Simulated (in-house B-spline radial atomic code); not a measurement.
Kr. Computed with a B-spline radial atomic code. Model: non-relativistic spherical atom: semilocal Troullier-Martins pseudo-atom, one channel per l, against all electrons, high spin, G0W0 and RPA with empty states to l = 8, local potential for every l without a channel, a model core (radius 0 = none) keeps its share of the functional.

What the tables leave out is listed at the end.

The pseudopotential gives back the lowest level of each angular momentum of its own functional in the configuration it was made in; a second state of the same l is only approximately right. Exact exchange, RPA and GW see the smooth pseudo-orbitals and miss the exchange with the core, for which the functional's share stands in. The column with an uncorrelated core keeps all orbitals and exact exchange, and so separates missing core correlation from pseudisation. Only the three outermost levels and the lowest empty one were computed. RPA here is direct RPA, with no exchange kernel, and its energies carry an (l + 1/2)⁻⁴ tail. A hybrid on a potential with a model core restores only its own semilocal share of the core's exchange.

Command:
```bash
python run_psgw.py task.json out
```
Settings (lengths in bohr, energies in hartree):
```
Z                      36
electrons              36
configuration          [Ar] 3d10 4s2 4p6
generated_in           [Ar] 3d10 4s2 4p6
functional             pbe,pbe
core_shells            4
radius_factor          1.3
core_correction        True
```

Run time, properties included: 32 s on 1 thread of Arm Neoverse N1 (shared host).

Given: made with PBE; model core radius 0.242 bohr; local radius 0.785 bohr; mean-field start PBE.

Valence shells of the generating configuration: 3p, 3d, 4s, 4p.

Channel: s 1.784, p 0.609, d 1.588 (radii in bohr).

Computed: largest level miss in the spin-unpolarised generating configuration 0.1 eV; valence RPA correlation energy all-electron orbitals -1.6189 hartree; valence RPA correlation energy pseudo -1.6135 hartree; all-electron RPA polarisability, core included 15.894 bohr³.

```
level  occupied  mean-field all-electron (eV)  mean-field pseudo minus all (eV)  G0W0 all-electron (eV)  G0W0 uncorrelated core minus all (eV)  G0W0 pseudo minus all (eV)  exchange self-energy all-electron (eV)  exchange self-energy pseudo (eV)
   4p         1                       -9.2828                              -0.1                 -13.963                                  0.003                       0.071                                 -21.499                           -20.265
```

Task: What is the pseudo-atom RPA polarisability?

Result: 15.21 bohr³.

Given: mean-field start PBE0.

Computed: valence RPA correlation energy all-electron orbitals -1.5595 hartree; valence RPA correlation energy pseudo -1.5655 hartree; all-electron RPA polarisability, core included 13.848 bohr³.

| level | occupied | mean-field all-electron (eV) | mean-field pseudo minus all (eV) | G0W0 all-electron (eV) | G0W0 uncorrelated core minus all (eV) | G0W0 pseudo minus all (eV) | exchange self-energy all-electron (eV) | exchange self-energy pseudo (eV) |
| --- | --- | --- | --- | --- | --- | --- | --- | --- |
| 4p | 1 | -10.773 | 0.003 | -14.231 | 0.003 | 0.141 | -21.493 | -20.194 |

Task: What is the pseudo-atom RPA polarisability?

Result: 13.589 bohr³.

Among the listed levels the largest G0W0 shift of the pseudo-atom is +0.14 eV, for 4p on the PBE0 start, while leaving the core uncorrelated moves that level by +0.00 eV. The rest, +0.14 eV, comes from pseudisation and the lost core exchange. Not in the tables (levels of low weight, unsolved or above zero; the highest and the empty levels are kept at any weight): on PBE the G0W0 levels 4s (pseudo minus all -3.26 eV, weights 0.18 and 0.13), 3d (pseudo minus all +3.29 eV, weights 0.41 and 0.03); on PBE0 the G0W0 levels 4s (pseudo minus all -33.39 eV, weights 0.00 and 0.17), 3d (pseudo minus all +3.41 eV, weights 0.73 and 0.69); no Hartree-Fock pseudo-atom is run with a model core.
